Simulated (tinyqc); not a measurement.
Inside a calculation. Method: extended Hueckel theory, for H3S+. The parameters take no account of the charge, which enters only through the electron count. Computed by tinyqc, a small Python program that keeps every step (integrals from PySCF). Settings: charge = 1, K = 1.5, multiplicity = 1. Command: `OMP_NUM_THREADS=1 python tinyqc.py 26533 26534 out.jsonl` (the two numbers bound the seeds that draw the settings). One thread of a shared host (Intel(R) Xeon(R) Processor @ 2.60GHz), about 0.01 s of CPU time with the checks.

## Overlaps

Geometry (angstrom):
```
atom          x          y         z
S      0.000000   0.000000  0.363000
H      1.353000   0.000000  0.000000
H     -0.677000   1.172000  0.000000
H     -0.677000  -1.172000  0.000000
```

Parameters chosen for this run:
```
element  shell  Slater exponent   H_ii (eV)
H           1s         1.300000  -13.600000
S           3s         2.122000  -20.000000
S           3p         1.827000  -13.300000
```

Slater orbitals, each expanded in six Gaussians scaled to its exponent.

overlap S, order 1S 3s, 1S 3px, 1S 3py, 1S 3pz, 2H 1s, 3H 1s, 4H 1s:
$$\begin{pmatrix}
1.000000 & 0.000000 & 0.000000 & 0.000000 & 0.343178 & 0.342958 & 0.342958 \\
0.000000 & 1.000000 & 0.000000 & 0.000000 & 0.441895 & -0.220947 & -0.220947 \\
0.000000 & 0.000000 & 1.000000 & 0.000000 & 0.000000 & 0.382496 & -0.382496 \\
0.000000 & 0.000000 & 0.000000 & 1.000000 & -0.118557 & -0.118469 & -0.118469 \\
0.343178 & 0.441895 & 0.000000 & -0.118557 & 1.000000 & 0.056211 & 0.056211 \\
0.342958 & -0.220947 & 0.382496 & -0.118469 & 0.056211 & 1.000000 & 0.056214 \\
0.342958 & -0.220947 & -0.382496 & -0.118469 & 0.056211 & 0.056214 & 1.000000
\end{pmatrix}$$

## Wolfsberg-Helmholz matrix

diagonal H_ii (eV): 1S 3s -20.000000, 1S 3px -13.300000, 1S 3py -13.300000, 1S 3pz -13.300000, 2H 1s -13.600000, 3H 1s -13.600000, 4H 1s -13.600000

K = 1.500000

H_ij = K' S_ij (H_ii + H_jj)/2 for i != j (the diagonal keeps H_ii), with K' = 1.5.

H (eV), order 1S 3s, 1S 3px, 1S 3py, 1S 3pz, 2H 1s, 3H 1s, 4H 1s:
$$\begin{pmatrix}
-20.000000 & 0.000000 & 0.000000 & 0.000000 & -8.648079 & -8.642553 & -8.642553 \\
0.000000 & -13.300000 & 0.000000 & 0.000000 & -8.915240 & 4.457605 & 4.457605 \\
0.000000 & 0.000000 & -13.300000 & 0.000000 & 0.000000 & -7.716859 & 7.716859 \\
0.000000 & 0.000000 & 0.000000 & -13.300000 & 2.391894 & 2.390119 & 2.390119 \\
-8.648079 & -8.915240 & 0.000000 & 2.391894 & -13.600000 & -1.146706 & -1.146706 \\
-8.642553 & 4.457605 & -7.716859 & 2.390119 & -1.146706 & -13.600000 & -1.146771 \\
-8.642553 & 4.457605 & 7.716859 & 2.390119 & -1.146706 & -1.146771 & -13.600000
\end{pmatrix}$$

## Orbitals

valence electrons = 8

Solve H C = S C e through S^(-1/2); fill by pairs from the bottom, a degenerate level sharing its electrons equally; each orbital has its largest coefficient positive (the first on a tie).

orbital energies (eV): [-20.892021, -15.726361, -15.725539, -13.576471, -4.543699, -4.533889, -4.439106]

occupations: [2.000000, 2.000000, 2.000000, 2.000000, 0.000000, 0.000000, 0.000000]

coefficients, order 1S 3s, 1S 3px, 1S 3py, 1S 3pz, 2H 1s, 3H 1s, 4H 1s:
$$\begin{pmatrix}
0.803657 & -0.000043 & 0.000000 & 0.206916 & 0.000000 & -0.039526 & 0.895493 \\
-0.000004 & 0.572659 & 0.000000 & 0.000004 & 0.000000 & 1.058238 & 0.047002 \\
0.000000 & 0.000000 & 0.572715 & 0.000000 & 1.058936 & 0.000000 & 0.000000 \\
0.005429 & -0.000023 & 0.000000 & 0.942773 & 0.000000 & 0.018213 & -0.411761 \\
0.161772 & 0.471128 & 0.000000 & -0.111115 & 0.000000 & -0.865837 & -0.692141 \\
0.161668 & -0.235686 & 0.408115 & -0.111116 & -0.775423 & 0.476321 & -0.632250 \\
0.161668 & -0.235686 & -0.408115 & -0.111116 & 0.775423 & 0.476321 & -0.632250
\end{pmatrix}$$

sum of one-electron energies = -131.840784 eV

## Mulliken analysis

P = C n C^T; charge = valence electrons (H 1, S 6) minus the sum of (P S)_ii on the atom; overlap population = 2 sum P_ij S_ij between two atoms.

charges: 1S 0.523722, 2H 0.158839, 3H 0.158719, 4H 0.158719

Overlap populations:
```
pair      value
2-1    0.673027
3-1    0.672825
3-2   -0.016310
4-1    0.672825
4-2   -0.016310
4-3   -0.016308
```
